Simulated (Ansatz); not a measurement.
# SiH₂O + H₂O: a complex and its separated parts, part 1 of 2

Aim: how far the complex at one end of a reaction step lies below its separated, relaxed parts, level by level.

Program: Ansatz 0.2.0, Gaussian basis. Level of theory: PBE0-D4/def2-TZVP structures, single points in def2-TZVPP, no counterpoise correction. These are calculated values, not measurements.

Levels: SPW92, PBE-D4, BLYP-D4, r2SCAN-D4, B97M-V, PBE0-D4, B3LYP-D4, r2SCAN0-D4, BHLYP-D4, CAM-B3LYP-D4, wB97X-V, wB97M-V, B2PLYP, PBE-QIDH, RPA on PBE, Hartree-Fock, MP2, CCSD, CCSD(T).

Correlated methods freeze the cores. B3LYP uses VWN-RPA correlation. B2PLYP carries no dispersion term here.

56 further runs of the same task are left out: 56 set aside as unsound or not needed.

## (1) Where the work starts

The complex: 7 atoms, charge 0, spin multiplicity 1.

Atoms are counted from 1 here; the program's logs count them from 0.

Bond lengths: Si1–O2 1.959 Å, Si1–O3 1.535 Å, Si1–H5 1.494 Å, Si1–H6 1.486 Å, O2–H4 0.981 Å, O2–H7 0.966 Å. Angles: O2–Si1–O3 95.1°, O2–Si1–H5 96.9°, O2–Si1–H6 98.7°, O3–Si1–H5 123.3°, O3–Si1–H6 123.6°, H5–Si1–H6 108.9°, Si1–O2–H4 90.2°, Si1–O2–H7 116.1°, H4–O2–H7 108.3°.

Coordinates:

```xyz
7
H4O2Si
Si   -0.2218   -0.2463    0.7671
O     0.4483    0.5831   -0.8767
O     0.4993   -1.5831    0.5485
H     0.9270   -0.2429   -1.1026
H    -1.6757   -0.0444    0.4894
H     0.2307    0.7823    1.7397
H    -0.2078    0.7513   -1.5655
```

Its parts: SiH₂O holds atoms 1, 3, 5, 6; H₂O holds atoms 2, 4, 7. Each part counts its atoms afresh in its own runs.

## (2) Relaxing SiH₂O alone

File relax-a/in.yaml:

```yaml
crystal:
  periodic: [false, false, false]
  atoms:
    - {symbol: Si, position_ang: [-0.221816, -0.246311, 0.767136]}
    - {symbol: O, position_ang: [0.499270, -1.583108, 0.548518]}
    - {symbol: H, position_ang: [-1.675670, -0.044351, 0.489427]}
    - {symbol: H, position_ang: [0.230695, 0.782257, 1.739750]}
basis:
  gaussian: {orbitals: def2-TZVP}
hamiltonian: {xc: pbe0, dispersion: d4}
relax: {f_tol: 0.005, max_steps: 200}
```

Run with:

```
ansatz run in.yaml --threads 2 --pin off --events-out ev --progress --plain --max-ram 4352MiB
```

Output (excerpt; [...] marks lines left out):

```text
Functional definition: PBE0
  name "PBE0"
  cite "Adamo & Barone, J. Chem. Phys. 110, 6158 (1999) doi:10.1063/1.478522"
  cite "Perdew, Burke & Ernzerhof, Phys. Rev. Lett. 77, 3865 (1996) doi:10.1103/PhysRevLett.77.3865"
  parent pbe
[...]
507 factors; their error is unknown
[...]
mean field -9952.10058143 eV, -365.7329505914 hartree, gradient 2.9e-5 eV, S^2 0.000000; 0 other end points of the search recorded, 0 dependent functions left out
[...]
reference -9952.10060605 eV, -365.7329514963 hartree; 12, 12 occupied and 68, 68 virtual orbitals, 507 factors
[...]
507 factors; their error is unknown
mean field -9952.22646395 eV, -365.7375766889 hartree, gradient 1.2e-5 eV, S^2 0.000000; 1 other end points of the search recorded, 0 dependent functions left out
[...]
reference -9952.22648884 eV, -365.7375776035 hartree; 12, 12 occupied and 68, 68 virtual orbitals, 507 factors
Total energy: -9952.26303617 eV, -365.7389206931 hartree
Atom 0 at    -0.272794    -0.303292     0.877309 Å, force    -0.002556     0.003700     0.000862 eV/Å
Atom 1 at     0.508669    -1.549534     0.511863 Å, force     0.001457    -0.002012    -0.000464 eV/Å
Atom 2 at    -1.668852    -0.039755     0.443088 Å, force     0.001251    -0.000428     0.000323 eV/Å
Atom 3 at     0.265456     0.801068     1.712571 Å, force    -0.000152    -0.001260    -0.000721 eV/Å
Dipole moment:    -0.395967     0.631496     0.185192 e Å
```

Run time: 3.7 s. Hardware: 2 threads of Arm Neoverse V1, shared host.

Along the way:

```
step  energy from step 1 (eV)  largest force component (eV/Å)
   1                   0.0000                          1.2700
   2                  -0.0624                          1.2813
   3                  -0.1219                          0.4755
   4                  -0.1258                          0.0455
   5                  -0.1259                          0.0037
```

Distances of close pairs at the start and the end, largest changes first:

| bond | before (Å) | after (Å) | change (Å) |
| --- | --- | --- | --- |
| Si1–O2 | 1.535 | 1.516 | -0.019 |
| Si1–H3 | 1.494 | 1.486 | -0.008 |
| Si1–H4 | 1.486 | 1.486 | -0.001 |

## (3) Relaxing H₂O alone

File relax-b/in.yaml:

```yaml
crystal:
  periodic: [false, false, false]
  atoms:
    - {symbol: O, position_ang: [0.448279, 0.583125, -0.876723]}
    - {symbol: H, position_ang: [0.927014, -0.242950, -1.102626]}
    - {symbol: H, position_ang: [-0.207771, 0.751338, -1.565483]}
basis:
  gaussian: {orbitals: def2-TZVP}
hamiltonian: {xc: pbe0, dispersion: d4}
relax: {f_tol: 0.005, max_steps: 200}
```

Run with:

```
ansatz run in.yaml --threads 2 --pin off --events-out ev --progress --plain --max-ram 4352MiB
```

Output (excerpt; [...] marks lines left out):

```text
[... 5 set-up lines as earlier in the session ...]
[...]
239 factors; their error is unknown
[...]
mean field -2078.31118230 eV, -76.3765272196 hartree, gradient 2.7e-5 eV, S^2 0.000000; 0 other end points of the search recorded, 0 dependent functions left out
[...]
reference -2078.33309071 eV, -76.3773323389 hartree; 5, 5 occupied and 38, 38 virtual orbitals, 239 factors
Total energy: -2078.33734658 eV, -76.3774887392 hartree
Atom 0 at     0.453576     0.584968    -0.867846 Å, force    -0.000641    -0.000000    -0.000843 eV/Å
Atom 1 at     0.904885    -0.225418    -1.113575 Å, force     0.000378    -0.000244     0.000244 eV/Å
Atom 2 at    -0.190940     0.731963    -1.563411 Å, force     0.000263     0.000244     0.000599 eV/Å
Dipole moment:    -0.071237    -0.244606    -0.347072 e Å
```

Run time: 0.95 s. Hardware: 2 threads of Arm Neoverse V1, shared host.

The steps of the relaxation:

```
step  energy from step 1 (eV)  largest force component (eV/Å)
   1                   0.0000                          0.9414
   2                  -0.0198                          0.1947
   3                  -0.0217                          0.0663
   4                  -0.0219                          0.0008
```

Distances of close pairs at the start and the end, largest changes first:

| bond | before (Å) | after (Å) | change (Å) |
| --- | --- | --- | --- |
| O1–H2 | 0.981 | 0.960 | -0.022 |
| O1–H3 | 0.966 | 0.960 | -0.006 |

## (4) SPW92/def2-TZVPP

File parta/in.yaml:

```yaml
crystal:
  periodic: [false, false, false]
  atoms:
    - {symbol: Si, position_ang: [-0.272794, -0.303292, 0.877309]}
    - {symbol: O, position_ang: [0.508669, -1.549534, 0.511863]}
    - {symbol: H, position_ang: [-1.668852, -0.039755, 0.443088]}
    - {symbol: H, position_ang: [0.265456, 0.801068, 1.712571]}
basis:
  gaussian: {orbitals: def2-TZVPP}
hamiltonian: {xc: lda}
```

File partb/in.yaml:

```yaml
crystal:
  periodic: [false, false, false]
  atoms:
    - {symbol: O, position_ang: [0.453576, 0.584968, -0.867846]}
    - {symbol: H, position_ang: [0.904885, -0.225418, -1.113575]}
    - {symbol: H, position_ang: [-0.190940, 0.731963, -1.563411]}
basis:
  gaussian: {orbitals: def2-TZVPP}
hamiltonian: {xc: lda}
```

The same command starts each run, in its folder.

Run with:

```
ansatz run in.yaml --threads 2 --pin off --events-out ev --progress --plain --max-ram 4352MiB
```

parta printed (excerpt; [...] marks lines left out):

```text
Functional definition: SPW92
  name "SPW92"
  cite "Dirac, Proc. Camb. Phil. Soc. 26, 376 (1930) doi:10.1017/S0305004100016108"
  cite "Slater, Phys. Rev. 81, 385 (1951) doi:10.1103/PhysRev.81.385"
  cite "Perdew & Wang, Phys. Rev. B 45, 13244 (1992) doi:10.1103/PhysRevB.45.13244"
[...]
557 factors; their error is unknown
[...]
mean field -9911.30830894 eV, -364.2338622276 hartree, gradient 2.6e-5 eV, S^2 0.000000; 0 other end points of the search recorded, 0 dependent functions left out
reference -9911.30833932 eV, -364.2338633439 hartree; 12, 12 occupied and 89, 89 virtual orbitals, 557 factors
Total energy: -9911.30833932 eV, -364.2338633439 hartree
```

Output in partb (excerpt; [...] marks lines left out):

```text
[... 5 set-up lines as earlier in the session ...]
[...]
269 factors; their error is unknown
[...]
mean field -2065.39694913 eV, -75.9019379041 hartree, gradient 5.3e-5 eV, S^2 0.000000; 0 other end points of the search recorded, 0 dependent functions left out
reference -2065.39696796 eV, -75.9019385962 hartree; 5, 5 occupied and 54, 54 virtual orbitals, 269 factors
Total energy: -2065.39696796 eV, -75.9019385962 hartree
```

Wall times: 0.35 s (parta), 0.15 s (partb) on 2 threads of Arm Neoverse V1, shared host.

## (5) PBE-D4/def2-TZVPP

Each input of step 4 (parta, partb) changes in the same lines:

```diff
-hamiltonian: {xc: lda}
+hamiltonian: {xc: pbe, dispersion: d4}
```

The same command starts each run, in its folder.

Run with:

```
ansatz run in.yaml --threads 2 --pin off --events-out ev --progress --plain --max-ram 4352MiB
```

Output in parta (excerpt; [...] marks lines left out):

```text
Functional definition: PBE
  name "PBE"
[... 2 set-up lines as earlier in the session ...]
[...]
557 factors; their error is unknown
[...]
mean field -9951.67978235 eV, -365.7174865107 hartree, gradient 5.2e-6 eV, S^2 0.000000; 0 other end points of the search recorded, 0 dependent functions left out
reference -9951.67981492 eV, -365.7174877074 hartree; 12, 12 occupied and 89, 89 virtual orbitals, 557 factors
Total energy: -9951.72431518 eV, -365.7191230617 hartree
```

partb printed (excerpt; [...] marks lines left out):

```text
[... 4 set-up lines as earlier in the session ...]
[...]
269 factors; their error is unknown
[...]
mean field -2078.40757972 eV, -76.3800697594 hartree, gradient 4.4e-5 eV, S^2 0.000000; 0 other end points of the search recorded, 0 dependent functions left out
reference -2078.40760019 eV, -76.3800705118 hartree; 5, 5 occupied and 54, 54 virtual orbitals, 269 factors
Total energy: -2078.41291731 eV, -76.3802659122 hartree
```

Wall times: 0.5 s (parta), 0.25 s (partb) on 2 threads of Arm Neoverse V1, shared host.

## (6) BLYP-D4/def2-TZVPP

Each input of step 5 (parta, partb) changes in the same lines:

```diff
-hamiltonian: {xc: pbe, dispersion: d4}
+hamiltonian: {xc: {name: BLYP}, dispersion: d4}
```

One command serves all of them, each in its own folder.

Run with:

```
ansatz run in.yaml --threads 2 --pin off --events-out ev --progress --plain --max-ram 4352MiB
```

Output in parta (excerpt; [...] marks lines left out):

```text
Functional definition: BLYP
  name "BLYP"
  cite "Becke, Phys. Rev. A 38, 3098 (1988) doi:10.1103/PhysRevA.38.3098"
  cite "Lee, Yang & Parr, Phys. Rev. B 37, 785 (1988) doi:10.1103/PhysRevB.37.785"
[...]
557 factors; their error is unknown
[...]
mean field -9957.80784796 eV, -365.9426887678 hartree, gradient 3.1e-5 eV, S^2 0.000000; 0 other end points of the search recorded, 0 dependent functions left out
reference -9957.80811425 eV, -365.9426985540 hartree; 12, 12 occupied and 89, 89 virtual orbitals, 557 factors
Total energy: -9957.91037222 eV, -365.9464564650 hartree
```

partb printed (excerpt; [...] marks lines left out):

```text
[... 4 set-up lines as earlier in the session ...]
[...]
269 factors; their error is unknown
[...]
mean field -2080.27679335 eV, -76.4487620932 hartree, gradient 8.7e-5 eV, S^2 0.000000; 0 other end points of the search recorded, 0 dependent functions left out
reference -2080.27698289 eV, -76.4487690590 hartree; 5, 5 occupied and 54, 54 virtual orbitals, 269 factors
Total energy: -2080.28982546 eV, -76.4492410145 hartree
```

They took 0.55 s (parta), 0.25 s (partb) on 2 threads of Arm Neoverse V1, shared host.

## (7) r2SCAN-D4/def2-TZVPP

Each input of step 6 (parta, partb) changes in the same lines:

```diff
-hamiltonian: {xc: {name: BLYP}, dispersion: d4}
+hamiltonian: {xc: r2scan, dispersion: d4}
```

Each run has its own folder and the same command.

Run with:

```
ansatz run in.yaml --threads 2 --pin off --events-out ev --progress --plain --max-ram 4352MiB
```

Output in parta (excerpt; [...] marks lines left out):

```text
Functional definition: r2SCAN
  name "r2SCAN"
  cite "Furness, Kaplan, Ning, Perdew & Sun, J. Phys. Chem. Lett. 11, 8208 (2020) doi:10.1021/acs.jpclett.0c02405"
  cite "Furness, Kaplan, Ning, Perdew & Sun, J. Phys. Chem. Lett. 11, 9248 (2020) doi:10.1021/acs.jpclett.0c03077"
  parent r2scan
[...]
557 factors; their error is unknown
[...]
mean field -9956.14339273 eV, -365.8815211665 hartree, gradient 5.5e-5 eV, S^2 0.000000; 0 other end points of the search recorded, 0 dependent functions left out
reference -9956.14340221 eV, -365.8815215147 hartree; 12, 12 occupied and 89, 89 virtual orbitals, 557 factors
Total energy: -9956.15308940 eV, -365.8818775125 hartree
```

Log of partb (excerpt; [...] marks lines left out):

```text
[... 5 set-up lines as earlier in the session ...]
[...]
269 factors; their error is unknown
[...]
mean field -2079.58115301 eV, -76.4231977823 hartree, gradient 8.5e-5 eV, S^2 0.000000; 0 other end points of the search recorded, 0 dependent functions left out
reference -2079.58115821 eV, -76.4231979735 hartree; 5, 5 occupied and 54, 54 virtual orbitals, 269 factors
Total energy: -2079.58243075 eV, -76.4232447385 hartree
```

Times: 1.2 s (parta), 0.55 s (partb) on 2 threads of Arm Neoverse V1, shared host.

## (8) B97M-V/def2-TZVPP

The same edit goes into each in.yaml of step 7 (parta, partb):

```diff
-hamiltonian: {xc: r2scan, dispersion: d4}
+hamiltonian: {xc: {name: B97M-V}}
```

One command serves all of them, each in its own folder.

Run with:

```
ansatz run in.yaml --threads 2 --pin off --events-out ev --progress --plain --max-ram 4352MiB
```

Output in parta (excerpt; [...] marks lines left out):

```text
Functional definition: B97M-V
  name "B97M-V"
  cite "Mardirossian & Head-Gordon, J. Chem. Phys. 142, 074111 (2015) doi:10.1063/1.4907719"
  cite "Becke, J. Chem. Phys. 107, 8554 (1997) doi:10.1063/1.475007"
  cite "Vydrov & Van Voorhis, J. Chem. Phys. 133, 244103 (2010) doi:10.1063/1.3521275"
  # Of w^i u^j: cxij and so on, Table III.
[...]
  gx(w, u) = cx00 + cx01*u + cx02*u^2 + (cx10 + cx11*u)*w
[...]
  gos(w, u) = cos00 + cos01*u + cos03*u^3 + cos10*w + cos32*w^3*u^2
[...]
      + integral(e_c_pw_mod_opposite_spin*gos(b97_w_opposite, b97_u_opposite)) + vv10(b, c)
557 factors; their error is unknown
[...]
mean field -9955.22491415 eV, -365.8477677014 hartree, gradient 3.5e-5 eV, S^2 0.000000; 0 other end points of the search recorded, 0 dependent functions left out
reference -9955.22496161 eV, -365.8477694454 hartree; 12, 12 occupied and 89, 89 virtual orbitals, 557 factors
Total energy: -9955.22496161 eV, -365.8477694454 hartree
```

Output in partb (excerpt; [...] marks lines left out):

```text
[... 5 set-up lines as earlier in the session ...]
  # Of w^i u^j: cxij and so on, Table III.
[...]
  gx(w, u) = cx00 + cx01*u + cx02*u^2 + (cx10 + cx11*u)*w
[...]
  gos(w, u) = cos00 + cos01*u + cos03*u^3 + cos10*w + cos32*w^3*u^2
[...]
      + integral(e_c_pw_mod_opposite_spin*gos(b97_w_opposite, b97_u_opposite)) + vv10(b, c)
269 factors; their error is unknown
[...]
mean field -2079.93551947 eV, -76.4362205096 hartree, gradient 2.9e-5 eV, S^2 0.000000; 0 other end points of the search recorded, 0 dependent functions left out
reference -2079.93554628 eV, -76.4362214950 hartree; 5, 5 occupied and 54, 54 virtual orbitals, 269 factors
Total energy: -2079.93554628 eV, -76.4362214950 hartree
```

Times: 2.1 s (parta), 0.75 s (partb) on 2 threads of Arm Neoverse V1, shared host.

## (9) PBE0-D4/def2-TZVPP

The same edit goes into each in.yaml of step 8 (parta, partb):

```diff
-hamiltonian: {xc: {name: B97M-V}}
+hamiltonian: {xc: pbe0, dispersion: d4}
+output: {orbitals: {seedname: orbitals}}
```

The same command starts each run, in its folder.

Run with:

```
ansatz run in.yaml --threads 2 --pin off --events-out ev --progress --plain --max-ram 4352MiB
```

Log of parta (excerpt; [...] marks lines left out):

```text
[... 5 set-up lines as earlier in the session ...]
[...]
560 factors; their error is unknown
[...]
mean field -9952.24229816 eV, -365.7381585851 hartree, gradient 7.8e-5 eV, S^2 0.000000; 0 other end points of the search recorded, 0 dependent functions left out
reference -9952.24232272 eV, -365.7381594880 hartree; 12, 12 occupied and 89, 89 virtual orbitals, 560 factors
Total energy: -9952.27887005 eV, -365.7395025776 hartree
```

Output in partb (excerpt; [...] marks lines left out):

```text
[... 5 set-up lines as earlier in the session ...]
[...]
269 factors; their error is unknown
[...]
mean field -2078.42782230 eV, -76.3808136605 hartree, gradient 1.3e-5 eV, S^2 0.000000; 0 other end points of the search recorded, 0 dependent functions left out
reference -2078.42783680 eV, -76.3808141935 hartree; 5, 5 occupied and 54, 54 virtual orbitals, 269 factors
Total energy: -2078.43209267 eV, -76.3809705939 hartree
```

Times: 0.6 s (parta), 0.2 s (partb) on 2 threads of Arm Neoverse V1, shared host.

## (10) B3LYP-D4/def2-TZVPP

Each input of step 9 (parta, partb) changes in the same lines:

```diff
-hamiltonian: {xc: pbe0, dispersion: d4}
-output: {orbitals: {seedname: orbitals}}
+hamiltonian: {xc: {name: B3LYP}, dispersion: d4}
```

One command serves all of them, each in its own folder.

Run with:

```
ansatz run in.yaml --threads 2 --pin off --events-out ev --progress --plain --max-ram 4352MiB
```

Log of parta (excerpt; [...] marks lines left out):

```text
Functional definition: B3LYP
  name "B3LYP"
  cite "Stephens, Devlin, Chabalowski & Frisch, J. Phys. Chem. 98, 11623 (1994) doi:10.1021/j100096a001"
[... 2 set-up lines as earlier in the session ...]
  cite "Vosko, Wilk & Nusair, Can. J. Phys. 58, 1200 (1980) doi:10.1139/p80-159"
[...]
560 factors; their error is unknown
[...]
mean field -9958.60092308 eV, -365.9718337410 hartree, gradient 5.8e-5 eV, S^2 0.000000; 0 other end points of the search recorded, 0 dependent functions left out
reference -9958.60112438 eV, -365.9718411388 hartree; 12, 12 occupied and 89, 89 virtual orbitals, 560 factors
Total energy: -9958.67402621 eV, -365.9745202315 hartree
```

Log of partb (excerpt; [...] marks lines left out):

```text
[... 6 set-up lines as earlier in the session ...]
[...]
269 factors; their error is unknown
[...]
mean field -2080.76396107 eV, -76.4666651767 hartree, gradient 1.2e-5 eV, S^2 0.000000; 0 other end points of the search recorded, 0 dependent functions left out
reference -2080.76409943 eV, -76.4666702614 hartree; 5, 5 occupied and 54, 54 virtual orbitals, 269 factors
Total energy: -2080.77252558 eV, -76.4669799168 hartree
```

They took 0.6 s (parta), 0.25 s (partb) on 2 threads of Arm Neoverse V1, shared host.

## (11) r2SCAN0-D4/def2-TZVPP

Each input of step 10 (parta, partb) changes in the same lines:

```diff
-hamiltonian: {xc: {name: B3LYP}, dispersion: d4}
+hamiltonian: {xc: {name: r2SCAN0}, dispersion: d4}
```

One command serves all of them, each in its own folder.

Run with:

```
ansatz run in.yaml --threads 2 --pin off --events-out ev --progress --plain --max-ram 4352MiB
```

Output in parta (excerpt; [...] marks lines left out):

```text
Functional definition: r2SCAN0
  name "r2SCAN0"
  cite "Bursch, Neugebauer, Ehlert & Grimme, J. Chem. Phys. 156, 134105 (2022) doi:10.1063/5.0086040"
[... 3 set-up lines as earlier in the session ...]
[...]
560 factors; their error is unknown
[...]
mean field -9955.57871335 eV, -365.8607695819 hartree, gradient 1.3e-5 eV, S^2 0.000000; 0 other end points of the search recorded, 0 dependent functions left out
reference -9955.57872092 eV, -365.8607698601 hartree; 12, 12 occupied and 89, 89 virtual orbitals, 560 factors
Total energy: -9955.59017718 eV, -365.8611908700 hartree
```

partb printed (excerpt; [...] marks lines left out):

```text
[... 6 set-up lines as earlier in the session ...]
[...]
269 factors; their error is unknown
[...]
mean field -2079.27470534 eV, -76.4119360381 hartree, gradient 2.0e-5 eV, S^2 0.000000; 0 other end points of the search recorded, 0 dependent functions left out
reference -2079.27470944 eV, -76.4119361888 hartree; 5, 5 occupied and 54, 54 virtual orbitals, 269 factors
Total energy: -2079.27611360 eV, -76.4119877910 hartree
```

They took 1.2 s (parta), 0.55 s (partb) on 2 threads of Arm Neoverse V1, shared host.

## (12) BHLYP-D4/def2-TZVPP

The same edit goes into each in.yaml of step 11 (parta, partb):

```diff
-hamiltonian: {xc: {name: r2SCAN0}, dispersion: d4}
+hamiltonian: {xc: {name: BHLYP}, dispersion: d4}
```

Each run has its own folder and the same command.

Run with:

```
ansatz run in.yaml --threads 2 --pin off --events-out ev --progress --plain --max-ram 4352MiB
```

Output in parta (excerpt; [...] marks lines left out):

```text
Functional definition: BHLYP
  name "BHLYP"
  cite "Becke, J. Chem. Phys. 98, 1372 (1993) doi:10.1063/1.464304"
[... 2 set-up lines as earlier in the session ...]
[...]
605 factors; their error is unknown
[...]
mean field -9956.83817629 eV, -365.9070539915 hartree, gradient 1.2e-5 eV, S^2 0.000000; 0 other end points of the search recorded, 0 dependent functions left out
reference -9956.83831309 eV, -365.9070590188 hartree; 12, 12 occupied and 89, 89 virtual orbitals, 605 factors
Total energy: -9956.89234126 eV, -365.9090445173 hartree
```

Output in partb (excerpt; [...] marks lines left out):

```text
[... 5 set-up lines as earlier in the session ...]
[...]
295 factors; their error is unknown
[...]
mean field -2079.57890025 eV, -76.4231149951 hartree, gradient 2.0e-5 eV, S^2 0.000000; 0 other end points of the search recorded, 0 dependent functions left out
reference -2079.57899105 eV, -76.4231183317 hartree; 5, 5 occupied and 54, 54 virtual orbitals, 295 factors
Total energy: -2079.58394291 eV, -76.4233003095 hartree
```

They took 0.65 s (parta), 0.25 s (partb) on 2 threads of Arm Neoverse V1, shared host.

(Continued in part 2 of 2.)
